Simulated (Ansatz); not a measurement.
Species: trans-butane, C4H10 (charge 0, singlet). 
Coordinates optimised at B3LYP-D3(BJ)/def2-TZVP (Ansatz, a first-principles code):
```
C
H 1 1.0951
H 1 1.0951 2 106.04
C 1 1.5258 2 109.59 3 -118.21
H 4 1.0916 1 111.56 2 57.99
H 4 1.0928 5 107.74 1 -122.14
H 4 1.0928 5 107.74 6 -115.73
C 1 1.5272 2 109.10 3 117.38
H 8 1.0951 1 109.10 2 180.00
H 8 1.0951 9 106.04 1 117.38
C 8 1.5258 9 109.59 10 118.21
H 11 1.0916 8 111.56 9 -57.99
H 11 1.0928 12 107.74 8 122.14
H 11 1.0928 12 107.74 13 115.73
```
Charge 0, spin multiplicity 1.

Give the harmonic wavenumbers at B3LYP-D3(BJ)/def2-TZVP (Ansatz, finite differences of forces, unscaled).

119, 223, 259, 261, 427, 740, 816, 844, 966, 983, 1021, 1068, 1172, 1213, 1293, 1330, 1335, 1397, 1414, 1416, 1488, 1492, 1499, 1500, 1505, 1513, 3005, 3013, 3021, 3025, 3025, 3045, 3081, 3085, 3089, 3090 cm⁻¹. Zero-point energy 82.6 kcal/mol.

From these and the geometry, give the ideal-gas thermochemistry at 298.15 K and 1 atm (rigid rotor, harmonic oscillator).

Point group C2h, rotational symmetry number 2. Rotational constants 23.56, 3.631, 3.41 GHz. S(trans) 38.10, S(rot) 23.14, S(vib) 10.53, S(elec, spin only) 0.00, S 71.8 cal/(mol K). H(298) - H(0) 4.22 kcal/mol; G - E(el) 65.4 kcal/mol.
